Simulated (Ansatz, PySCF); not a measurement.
Species: C$_{2}$H$_{7}$N, charge 0, singlet. C2H7N (SMILES CNC).
B3LYP-D3(BJ)/def2-TZVP minimum from Ansatz (a program for electronic structure):
```
N
H 1 1.0122
C 1 1.4533 2 109.85
H 3 1.0907 1 109.81 2 53.61
H 3 1.0928 4 107.72 1 -119.03
H 3 1.1029 4 108.38 5 -115.97
C 1 1.4533 2 109.85 3 -124.94
H 7 1.0907 1 109.81 2 -53.61
H 7 1.0928 8 107.72 1 119.03
H 7 1.1029 8 108.38 9 115.97
```

Total energies in hartree (Ansatz). UHF or UKS for unpaired electrons; spin-orbit terms are left out. Correlated methods leave the cores frozen. No relativity. For partners of very few electrons the exact lower level stands in for a higher one.

```csv
species,HF/cc-pVTZ,CCSD(T)/cc-pVTZ,HF/cc-pVQZ,CCSD(T)/cc-pVQZ,CCSD(T)/cc-pVDZ,CCSDT(Q)/cc-pVDZ
"1: C2H7N (N-methylmethanamine, SMILES CNC)",-134.29244,-134.92647,-134.30218,-134.96886,-134.77584,-134.77739
2: C (triplet),-37.69157,-37.78076,-37.69331,-37.78654,-37.76038,-37.76071
3: N (quartet),-54.40069,-54.51471,-54.40372,-54.52482,-54.47850,-54.47866
4: H (doublet),-0.49981,-0.49981,-0.49995,-0.49995,-0.49928,-0.49928
```

Work out the enthalpy of formation at 298 K (by atomisation, with ideal-gas terms from PySCF's Hessian at B3LYP-D3(BJ)/def2-TZVP and the atoms' measured values of the G2/97 table; no spin-orbit terms) in kJ/mol: take Hartree-Fock from cc-pVQZ, extrapolate the CCSD(T) correlation energy as X^-3 (X = 3, 4), and add CCSDT(Q) - CCSD(T) in cc-pVDZ. The further terms named in the bracket sum to +1.38074 hartree. 1 hartree = 2625.5 kJ/mol.


Species 1: correlation (64·(-0.66668) - 27·(-0.63403))/37 = -0.69051; step -0.00155; E1 = -134.30218 + (-0.69051) + (-0.00155) = -134.99424
Species 2: correlation (64·(-0.09323) - 27·(-0.08919))/37 = -0.09618; step -0.00033; E2 = -37.69331 + (-0.09618) + (-0.00033) = -37.78982
Species 3: correlation (64·(-0.12110) - 27·(-0.11402))/37 = -0.12627; step -0.00016; E3 = -54.40372 + (-0.12627) + (-0.00016) = -54.53015
Species 4: correlation (64·(0.00000) - 27·(0.00000))/37 = 0.00000; step +0.00000; E4 = -0.49995 + (0.00000) + (+0.00000) = -0.49995
+1·E1 -2·E2 -1·E3 -7·E4 +1.38074 = -0.00406 hartree = -10.7 kJ/mol. Measured: -3.8 kcal/mol, -15.9 kJ/mol (Active Thermochemical Tables 1.112 (ions: stationary electron), as tabulated in the package chemicals); atomic spin-orbit terms, which the calculations lack, would raise the computed values. The composite differs from it by +5.2 kJ/mol; core, relativistic and spin-orbit terms are not in it.
